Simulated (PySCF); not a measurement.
Species: hydroxy acetaldehyde, C2H4O2.
Geometry (PBE0-D3(BJ)/def2-SVP, Å), atoms numbered from 1 in this order:
```
atom  x, y, z in Å
O1     0.5182   -1.5644   -0.5540
C2     0.6701   -0.6525    0.2185
C3    -0.2020    0.5681    0.1606
O4    -1.1360    0.4821   -0.8498
H5     1.4622   -0.6734    1.0063
H6     0.4703    1.4460    0.0472
H7    -0.6686    0.6852    1.1626
H8    -0.9759   -0.3768   -1.2752
```

Theory: PySCF 2.14.0, delta-SCF UKS SCAN, pcX-2 on the ionised atom, pcseg-1 elsewhere, spin-free X2C. The ground state was rerun for each ionised atom, in the same mixed basis as its hole state.

```json
{"ionised atom": "C2", "basis functions": "107", "E(ground) (Eh)": "-229.06703", "binding energy (eV)": "294.079"}
{"ionised atom": "C3", "basis functions": "107", "E(ground) (Eh)": "-229.06577", "binding energy (eV)": "293.034"}
{"ionised atom": "O1", "basis functions": "107", "E(ground) (Eh)": "-229.08790", "binding energy (eV)": "538.821"}
{"ionised atom": "O4", "basis functions": "107", "E(ground) (Eh)": "-229.09028", "binding energy (eV)": "539.162"}
```

Question: Fill in the total energy of each core-ionised state.

Answer: With binding energy = E(ionised) − E(ground) and 27.2114 eV a hartree:

```json
{"atom": "C2", "binding energy (Eh)": "10.8072", "E(ionised) (Eh)": "-218.2598"}
{"atom": "C3", "binding energy (Eh)": "10.7688", "E(ionised) (Eh)": "-218.2970"}
{"atom": "O1", "binding energy (Eh)": "19.8013", "E(ionised) (Eh)": "-209.2866"}
{"atom": "O4", "binding energy (Eh)": "19.8138", "E(ionised) (Eh)": "-209.2764"}
```

Question: How much do the ground-state energies differ, and what would follow from using one of them for all holes?

Answer: They run from -229.0903 Eh (core basis on O4) to -229.0658 Eh (on C3), 0.0245 Eh or 0.67 eV apart, though the state is the same; only basis and grid differ. Pairing the ion of C3 with the ground state of O4 would put its binding energy 0.67 eV too high.

Lowest listed C 1s: C3, bonded to O, C and 2 H. Highest, 1.05 eV above it: C2, bonded to O (double bond), C and H. Summing the Pauling electronegativity differences to the bonded atoms, each weighted by its formal bond order, gives +0.19 for the lowest site and +1.43 for the highest.

Only 1s holes are shown. Spin contamination (⟨S²⟩ against 0.75 for a pure doublet) is marked for C 1s of C2 (0.86), which makes this value less certain. The structure is a single PBE0-D3(BJ)/def2-SVP conformer in the gas phase; no vibrational or solvent corrections.

On one thread, Arm Neoverse V1 (aarch64) (shared host), this took 15 s and 0.40 GiB of memory at its peak.
